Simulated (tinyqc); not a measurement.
Worked calculation (part 1 of 3): RHF in the sto-3g basis, for H3O+, spin multiplicity 1. Computed by tinyqc, a small Python program that keeps every step (integrals from PySCF). Settings: charge = 1, multiplicity = 1, basis = sto-3g, energy threshold = 1e-10, iteration cap = 72, orthogonalisation = symmetric, start = Wolfsberg-Helmholz matrix, DIIS depth = 0, method = RHF. Command: `OMP_NUM_THREADS=1 python tinyqc.py 25663 25664 out.jsonl` (the two numbers bound the seeds that draw the settings). One thread of a shared host (Intel(R) Xeon(R) Processor @ 2.60GHz), about 0.06 s of CPU time with the checks. Later iterations appear only in the table of the cycle.

## One-electron integrals

Geometry (angstrom):
```
atom          x          y         z
O      0.000000   0.000000  0.263000
H      1.000000   0.000000  0.000000
H     -0.500000   0.866000  0.000000
H     -0.500000  -0.866000  0.000000
```

Basis sto-3g: exponents (1/bohr^2) and contraction coefficients of normalised primitives:
```
element  l (shell)    exponent  coefficient
O            s (1)  130.709320     0.154329
O            s (1)   23.808861     0.535328
O            s (1)    6.443608     0.444635
O            s (2)    5.033151    -0.099967
O            s (2)    1.169596     0.399513
O            s (2)    0.380389     0.700115
O            p (3)    5.033151     0.155916
O            p (3)    1.169596     0.607684
O            p (3)    0.380389     0.391957
H            s (1)    3.425251     0.154329
H            s (1)    0.623914     0.535328
H            s (1)    0.168855     0.444635
```

Overlap, kinetic and nuclear-attraction integrals over the contracted functions; the nuclear repulsion is the sum of Za Zb / Rab.

nuclear repulsion = 13.19931228 hartree

overlap S:
```
           1O 1s     1O 2s     1O 2px     1O 2py     1O 2pz      2H 1s      3H 1s      4H 1s
1O 1s   1.000000  0.236704   0.000000   0.000000   0.000000   0.044952   0.044955   0.044955
1O 2s   0.236704  1.000000   0.000000   0.000000   0.000000   0.425810   0.425823   0.425823
1O 2px  0.000000  0.000000   1.000000   0.000000   0.000000   0.353635  -0.176825  -0.176825
1O 2py  0.000000  0.000000   0.000000   1.000000   0.000000   0.000000   0.306260  -0.306260
1O 2pz  0.000000  0.000000   0.000000   0.000000   1.000000  -0.093006  -0.093010  -0.093010
2H 1s   0.044952  0.425810   0.353635   0.000000  -0.093006   1.000000   0.182200   0.182200
3H 1s   0.044955  0.425823  -0.176825   0.306260  -0.093010   0.182200   1.000000   0.182211
4H 1s   0.044955  0.425823  -0.176825  -0.306260  -0.093010   0.182200   0.182211   1.000000
```

kinetic energy T (hartree):
```
            1O 1s      1O 2s     1O 2px     1O 2py     1O 2pz      2H 1s      3H 1s      4H 1s
1O 1s   29.003200  -0.168011   0.000000   0.000000   0.000000  -0.006650  -0.006649  -0.006649
1O 2s   -0.168011   0.808128   0.000000   0.000000   0.000000   0.094827   0.094836   0.094836
1O 2px   0.000000   0.000000   2.528731   0.000000   0.000000   0.221123  -0.110571  -0.110571
1O 2py   0.000000   0.000000   0.000000   2.528731   0.000000   0.000000   0.191508  -0.191508
1O 2pz   0.000000   0.000000   0.000000   0.000000   2.528731  -0.058155  -0.058160  -0.058160
2H 1s   -0.006650   0.094827   0.221123   0.000000  -0.058155   0.760032  -0.003921  -0.003921
3H 1s   -0.006649   0.094836  -0.110571   0.191508  -0.058160  -0.003921   0.760032  -0.003919
4H 1s   -0.006649   0.094836  -0.110571  -0.191508  -0.058160  -0.003921  -0.003919   0.760032
```

nuclear attraction V (hartree):
```
             1O 1s       1O 2s      1O 2px      1O 2py      1O 2pz      2H 1s      3H 1s      4H 1s
1O 1s   -62.153797   -7.546501    0.000001    0.000000    0.010151  -1.469714  -1.469790  -1.469790
1O 2s    -7.546501  -10.574859    0.000009    0.000000    0.122286  -3.535596  -3.535729  -3.535729
1O 2px    0.000001    0.000009  -10.543273    0.000000   -0.000002  -2.606417   1.303278   1.303278
1O 2py    0.000000    0.000000    0.000000  -10.543273    0.000000   0.000000  -2.257273   2.257273
1O 2pz    0.010151    0.122286   -0.000002    0.000000  -10.416837   0.718734   0.718770   0.718770
2H 1s    -1.469714   -3.535596   -2.606417    0.000000    0.718734  -5.820900  -1.194668  -1.194668
3H 1s    -1.469790   -3.535729    1.303278   -2.257273    0.718770  -1.194668  -5.820979  -1.194740
4H 1s    -1.469790   -3.535729    1.303278    2.257273    0.718770  -1.194668  -1.194740  -5.820979
```

core Hamiltonian H = T + V (hartree):
```
             1O 1s      1O 2s     1O 2px     1O 2py     1O 2pz      2H 1s      3H 1s      4H 1s
1O 1s   -33.150597  -7.714512   0.000001   0.000000   0.010151  -1.476365  -1.476440  -1.476440
1O 2s    -7.714512  -9.766731   0.000009   0.000000   0.122286  -3.440768  -3.440894  -3.440894
1O 2px    0.000001   0.000009  -8.014542   0.000000  -0.000002  -2.385295   1.192708   1.192708
1O 2py    0.000000   0.000000   0.000000  -8.014542   0.000000   0.000000  -2.065765   2.065765
1O 2pz    0.010151   0.122286  -0.000002   0.000000  -7.888106   0.660579   0.660610   0.660610
2H 1s    -1.476365  -3.440768  -2.385295   0.000000   0.660579  -5.060868  -1.198589  -1.198589
3H 1s    -1.476440  -3.440894   1.192708  -2.065765   0.660610  -1.198589  -5.060947  -1.198659
4H 1s    -1.476440  -3.440894   1.192708   2.065765   0.660610  -1.198589  -1.198659  -5.060947
```

## Two-electron integrals

Functions are numbered as in S; the eight-fold symmetry (ij|kl) = (ji|kl) = (kl|ij) leaves the list below.

Two-electron integrals (ij|kl) in chemists' order, unique and non-zero (hartree):
```
(11|11) 4.785065    (21|11) 0.741380    (21|21) 0.136873    (22|11) 1.118947
(22|21) 0.256633    (22|22) 0.817206    (31|31) 0.024477    (32|31) 0.037809
(32|32) 0.180518    (33|11) 1.115814    (33|21) 0.256684    (33|22) 0.817023
(33|33) 0.880159    (41|41) 0.024477    (42|41) 0.037809    (42|42) 0.180518
(43|43) 0.047444    (44|11) 1.115814    (44|21) 0.256684    (44|22) 0.817023
(44|33) 0.785270    (44|44) 0.880159    (51|51) 0.024477    (52|51) 0.037809
(52|52) 0.180518    (53|53) 0.047444    (54|54) 0.047444    (55|11) 1.115814
(55|21) 0.256684    (55|22) 0.817023    (55|33) 0.785270    (55|44) 0.785270
(55|55) 0.880159    (61|11) 0.142761    (61|21) 0.026140    (61|22) 0.048715
(61|31) 0.001167    (61|32) 0.002187    (61|33) 0.048892    (61|44) 0.048620
(61|51) -0.000307   (61|52) -0.000575   (61|53) -0.000072   (61|55) 0.048639
(61|61) 0.005057    (62|11) 0.352837    (62|21) 0.081963    (62|22) 0.289634
(62|31) 0.005958    (62|32) 0.045814    (62|33) 0.298342    (62|44) 0.284668
(62|51) -0.001567   (62|52) -0.012049   (62|53) -0.003596   (62|55) 0.285614
(62|61) 0.015966    (62|62) 0.127878    (63|11) 0.248031    (63|21) 0.058353
(63|22) 0.220168    (63|31) 0.012220    (63|32) 0.082687    (63|33) 0.239139
(63|44) 0.210214    (63|51) -0.000976   (63|52) -0.008655   (63|53) -0.005114
(63|55) 0.210904    (63|61) 0.011861    (63|62) 0.118084    (63|63) 0.125847
(64|41) 0.008509    (64|42) 0.049778    (64|43) 0.009479    (64|54) -0.002493
(64|64) 0.018069    (65|11) -0.065232   (65|21) -0.015347   (65|22) -0.057904
(65|31) -0.000976   (65|32) -0.008655   (65|33) -0.057907   (65|44) -0.055286
(65|51) 0.008765    (65|52) 0.052054    (65|53) 0.010169    (65|55) -0.060454
(65|61) -0.003120   (65|62) -0.031056   (65|63) -0.028345   (65|65) 0.025524
(66|11) 0.497498    (66|21) 0.117444    (66|22) 0.476430    (66|31) 0.010907
(66|32) 0.116147    (66|33) 0.510471    (66|44) 0.457270    (66|51) -0.002868
(66|52) -0.030547   (66|53) -0.013992   (66|55) 0.460950    (66|61) 0.023073
(66|62) 0.266639    (66|63) 0.281025    (66|65) -0.073910   (66|66) 0.774606
(71|11) 0.142768    (71|21) 0.026141    (71|22) 0.048717    (71|31) -0.000584
(71|32) -0.001094   (71|33) 0.048691    (71|41) 0.001011    (71|42) 0.001894
(71|43) -0.000118   (71|44) 0.048827    (71|51) -0.000307   (71|52) -0.000575
(71|53) 0.000036    (71|54) -0.000062   (71|55) 0.048641    (71|61) 0.004969
(71|62) 0.015402    (71|63) 0.010723    (71|64) 0.000422    (71|65) -0.003012
(71|66) 0.022001    (71|71) 0.005058    (72|11) 0.352850    (72|21) 0.081966
(72|22) 0.289645    (72|31) -0.002979   (72|32) -0.022908   (72|33) 0.288097
(72|41) 0.005160    (72|42) 0.039677    (72|43) -0.005921   (72|44) 0.294934
(72|51) -0.001567   (72|52) -0.012050   (72|53) 0.001798    (72|54) -0.003115
(72|55) 0.285624    (72|61) 0.015402    (72|62) 0.101007    (72|63) 0.071214
(72|64) 0.011119    (72|65) -0.023794   (72|66) 0.169811    (72|71) 0.015967
(72|72) 0.127886    (73|11) -0.124022   (73|21) -0.029178   (73|22) -0.110090
(73|31) 0.009437    (73|32) 0.058008    (73|33) -0.115838   (73|41) -0.001607
(73|42) -0.014251   (73|43) 0.010367    (73|44) -0.108850   (73|51) 0.000488
(73|52) 0.004328    (73|53) -0.003149   (73|54) 0.001135    (73|55) -0.105457
(73|61) -0.004997   (73|62) -0.025978   (73|63) -0.005108   (73|64) -0.002223
(73|65) 0.005962    (73|66) -0.032226   (73|71) -0.005931   (73|72) -0.059047
(73|73) 0.045018    (74|11) 0.214806    (74|21) 0.050537    (74|22) 0.190675
(74|31) -0.001607   (74|32) -0.014251   (74|33) 0.184212    (74|41) 0.011293
(74|42) 0.074462    (74|43) -0.008477   (74|44) 0.204947    (74|51) -0.000845
(74|52) -0.007496   (74|53) 0.001135    (74|54) -0.004459   (74|55) 0.182652
(74|61) 0.009497    (74|62) 0.067231    (74|63) 0.046987    (74|64) 0.020737
(74|65) -0.015559   (74|66) 0.114346    (74|71) 0.010273    (74|72) 0.102269
(74|73) -0.046672   (74|74) 0.098906    (75|11) -0.065235   (75|21) -0.015348
(75|22) -0.057907   (75|31) 0.000488    (75|32) 0.004328    (75|33) -0.055944
(75|41) -0.000845   (75|42) -0.007496   (75|43) 0.001135    (75|44) -0.057255
(75|51) 0.008766    (75|52) 0.052056    (75|53) -0.005085   (75|54) 0.008807
(75|55) -0.060457   (75|61) -0.003012   (75|62) -0.023795   (75|63) -0.016456
(75|64) -0.002617   (75|65) 0.019229    (75|66) -0.043614   (75|71) -0.003120
(75|72) -0.031059   (75|73) 0.014174    (75|74) -0.024549   (75|75) 0.025526
(76|11) 0.113846    (76|21) 0.026661    (76|22) 0.101472    (76|31) 0.000778
(76|32) 0.006997    (76|33) 0.101843    (76|41) 0.001347    (76|42) 0.012119
(76|43) 0.000370    (76|44) 0.102270    (76|51) -0.000818   (76|52) -0.007361
(76|53) -0.000833   (76|54) -0.001442   (76|55) 0.100194    (76|61) 0.005125
(76|62) 0.043356    (76|63) 0.037339    (76|64) 0.004445    (76|65) -0.011845
(76|66) 0.091614    (76|71) 0.005125    (76|72) 0.043357    (76|73) -0.014821
(76|74) 0.034559    (76|75) -0.011845   (76|76) 0.017954    (77|11) 0.497507
(77|21) 0.117446    (77|22) 0.476437    (77|31) -0.005454   (77|32) -0.058076
(77|33) 0.470578    (77|41) 0.009446    (77|42) 0.100587    (77|43) -0.023037
(77|44) 0.497178    (77|51) -0.002869   (77|52) -0.030548   (77|53) 0.006996
(77|54) -0.012118   (77|55) 0.460957    (77|61) 0.022000    (77|62) 0.169808
(77|63) 0.115138    (77|64) 0.029265    (77|65) -0.043613   (77|66) 0.302800
(77|71) 0.023074    (77|72) 0.266649    (77|73) -0.140520   (77|74) 0.243380
(77|75) -0.073913   (77|76) 0.091614    (77|77) 0.774606    (81|11) 0.142768
(81|21) 0.026141    (81|22) 0.048717    (81|31) -0.000584   (81|32) -0.001094
(81|33) 0.048691    (81|41) -0.001011   (81|42) -0.001894   (81|43) 0.000118
(81|44) 0.048827    (81|51) -0.000307   (81|52) -0.000575   (81|53) 0.000036
(81|54) 0.000062    (81|55) 0.048641    (81|61) 0.004969    (81|62) 0.015402
(81|63) 0.010723    (81|64) -0.000422   (81|65) -0.003012   (81|66) 0.022001
(81|71) 0.004969    (81|72) 0.015402    (81|73) -0.005727   (81|74) 0.009076
(81|75) -0.003012   (81|76) 0.004980    (81|77) 0.022001    (81|81) 0.005058
(82|11) 0.352850    (82|21) 0.081966    (82|22) 0.289645    (82|31) -0.002979
(82|32) -0.022908   (82|33) 0.288097    (82|41) -0.005160   (82|42) -0.039677
(82|43) 0.005921    (82|44) 0.294934    (82|51) -0.001567   (82|52) -0.012050
(82|53) 0.001798    (82|54) 0.003115    (82|55) 0.285624    (82|61) 0.015402
(82|62) 0.101007    (82|63) 0.071214    (82|64) -0.011119   (82|65) -0.023794
(82|66) 0.169811    (82|71) 0.015402    (82|72) 0.101011    (82|73) -0.045239
(82|74) 0.056114    (82|75) -0.023796   (82|76) 0.035122    (82|77) 0.169815
(82|81) 0.015967    (82|82) 0.127886    (83|11) -0.124022   (83|21) -0.029178
(83|22) -0.110090   (83|31) 0.009437    (83|32) 0.058008    (83|33) -0.115838
(83|41) 0.001607    (83|42) 0.014251    (83|43) -0.010367   (83|44) -0.108850
(83|51) 0.000488    (83|52) 0.004328    (83|53) -0.003149   (83|54) -0.001135
(83|55) -0.105457   (83|61) -0.004997   (83|62) -0.025978   (83|63) -0.005108
(83|64) 0.002223    (83|65) 0.005962    (83|66) -0.032226   (83|71) -0.005727
(83|72) -0.045239   (83|73) 0.033661    (83|74) -0.024606   (83|75) 0.010494
(83|76) -0.011748   (83|77) -0.082918   (83|81) -0.005931   (83|82) -0.059047
(83|83) 0.045018    (84|11) -0.214806   (84|21) -0.050537   (84|22) -0.190675
(84|31) 0.001607    (84|32) 0.014251    (84|33) -0.184212   (84|41) 0.011293
(84|42) 0.074462    (84|43) -0.008477   (84|44) -0.204947   (84|51) 0.000845
(84|52) 0.007496    (84|53) -0.001135   (84|54) -0.004459   (84|55) -0.182652
(84|61) -0.009497   (84|62) -0.067231   (84|63) -0.046987   (84|64) 0.020737
(84|65) 0.015559    (84|66) -0.114346   (84|71) -0.009076   (84|72) -0.056114
(84|73) 0.024606    (84|74) -0.018029   (84|75) 0.012943    (84|76) -0.020348
(84|77) -0.085082   (84|81) -0.010273   (84|82) -0.102269   (84|83) 0.046672
(84|84) 0.098906    (85|11) -0.065235   (85|21) -0.015348   (85|22) -0.057907
(85|31) 0.000488    (85|32) 0.004328    (85|33) -0.055944   (85|41) 0.000845
(85|42) 0.007496    (85|43) -0.001135   (85|44) -0.057255   (85|51) 0.008766
(85|52) 0.052056    (85|53) -0.005085   (85|54) -0.008807   (85|55) -0.060457
(85|61) -0.003012   (85|62) -0.023795   (85|63) -0.016456   (85|64) 0.002617
(85|65) 0.019229    (85|66) -0.043614   (85|71) -0.003012   (85|72) -0.023796
(85|73) 0.010494    (85|74) -0.012943   (85|75) 0.019230    (85|76) -0.009287
(85|77) -0.043615   (85|81) -0.003120   (85|82) -0.031059   (85|83) 0.014174
(85|84) 0.024549    (85|85) 0.025526    (86|11) 0.113846    (86|21) 0.026661
(86|22) 0.101472    (86|31) 0.000778    (86|32) 0.006997    (86|33) 0.101843
(86|41) -0.001347   (86|42) -0.012119   (86|43) -0.000370   (86|44) 0.102270
(86|51) -0.000818   (86|52) -0.007361   (86|53) -0.000833   (86|54) 0.001442
(86|55) 0.100194    (86|61) 0.005125    (86|62) 0.043356    (86|63) 0.037339
(86|64) -0.004445   (86|65) -0.011845   (86|66) 0.091614    (86|71) 0.004980
(86|72) 0.035122    (86|73) -0.011748   (86|74) 0.020348    (86|75) -0.009287
(86|76) 0.014700    (86|77) 0.060611    (86|81) 0.005125    (86|82) 0.043357
(86|83) -0.014821   (86|84) -0.034559   (86|85) -0.011845   (86|86) 0.017954
(87|11) 0.113853    (87|21) 0.026663    (87|22) 0.101478    (87|31) -0.001556
(87|32) -0.013995   (87|33) 0.102490    (87|44) 0.101635    (87|51) -0.000818
(87|52) -0.007361   (87|53) 0.001665    (87|55) 0.100200    (87|61) 0.004980
(87|62) 0.035123    (87|63) 0.023497    (87|65) -0.009287   (87|66) 0.060614
(87|71) 0.005126    (87|72) 0.043360    (87|73) -0.022521   (87|74) 0.030116
(87|75) -0.011846   (87|76) 0.014701    (87|77) 0.091620    (87|81) 0.005126
(87|82) 0.043360    (87|83) -0.022521   (87|84) -0.030116   (87|85) -0.011846
(87|86) 0.014701    (87|87) 0.017956    (88|11) 0.497507    (88|21) 0.117446
(88|22) 0.476437    (88|31) -0.005454   (88|32) -0.058076   (88|33) 0.470578
(88|41) -0.009446   (88|42) -0.100587   (88|43) 0.023037    (88|44) 0.497178
(88|51) -0.002869   (88|52) -0.030548   (88|53) 0.006996    (88|54) 0.012118
(88|55) 0.460957    (88|61) 0.022000    (88|62) 0.169808    (88|63) 0.115138
(88|64) -0.029265   (88|65) -0.043613   (88|66) 0.302800    (88|71) 0.022001
(88|72) 0.169815    (88|73) -0.082918   (88|74) 0.085082    (88|75) -0.043615
(88|76) 0.060611    (88|77) 0.302806    (88|81) 0.023074    (88|82) 0.266649
(88|83) -0.140520   (88|84) -0.243380   (88|85) -0.073913   (88|86) 0.091614
(88|87) 0.091620    (88|88) 0.774606
```

## Orthogonalisation

S = U s U^T; symmetric (Loewdin) form X = U s^(-1/2) U^T, so that X^T S X = 1.

eigenvalues of S: 0.375583  0.466299  0.466307  0.945268  1.042501  1.351490  1.351497  2.001055

X:
```
            1O 1s      1O 2s     1O 2px     1O 2py     1O 2pz      2H 1s      3H 1s      4H 1s
1O 1s    1.024725  -0.146742   0.000000   0.000000   0.005118   0.019267   0.019268   0.019268
1O 2s   -0.146742   1.265570  -0.000006   0.000000  -0.052066  -0.240205  -0.240217  -0.240217
1O 2px   0.000000  -0.000006   1.100117   0.000000   0.000002  -0.241390   0.120700   0.120700
1O 2py   0.000000   0.000000   0.000000   1.100119   0.000000   0.000000  -0.209056   0.209056
1O 2pz   0.005118  -0.052066   0.000002   0.000000   1.011127   0.051518   0.051521   0.051521
2H 1s    0.019267  -0.240205  -0.241390   0.000000   0.051518   1.164710  -0.059772  -0.059772
3H 1s    0.019268  -0.240217   0.120700  -0.209056   0.051521  -0.059772   1.164721  -0.059776
4H 1s    0.019268  -0.240217   0.120700   0.209056   0.051521  -0.059772  -0.059776   1.164721
```

## Starting guess

The start is the generalised Wolfsberg-Helmholz matrix (K = 1.75) built on H; D = 2 C_occ C_occ^T.

D at the start:
```
            1O 1s      1O 2s     1O 2px     1O 2py     1O 2pz      2H 1s      3H 1s      4H 1s
1O 1s    2.048993  -0.198247  -0.000004   0.000000  -0.056719  -0.119766  -0.119770  -0.119770
1O 2s   -0.198247   0.983620   0.000017   0.000000   0.201454   0.287286   0.287293   0.287293
1O 2px  -0.000004   0.000017   1.400778   0.000000  -0.000005   0.419533  -0.209764  -0.209764
1O 2py   0.000000   0.000000   0.000000   1.400771   0.000000   0.000000   0.363329  -0.363329
1O 2pz  -0.056719   0.201454  -0.000005   0.000000   1.964988  -0.039966  -0.039969  -0.039969
2H 1s   -0.119766   0.287286   0.419533   0.000000  -0.039966   0.216586   0.028116   0.028116
3H 1s   -0.119770   0.287293  -0.209764   0.363329  -0.039969   0.028116   0.216597   0.028118
4H 1s   -0.119770   0.287293  -0.209764  -0.363329  -0.039969   0.028116   0.028118   0.216597
```
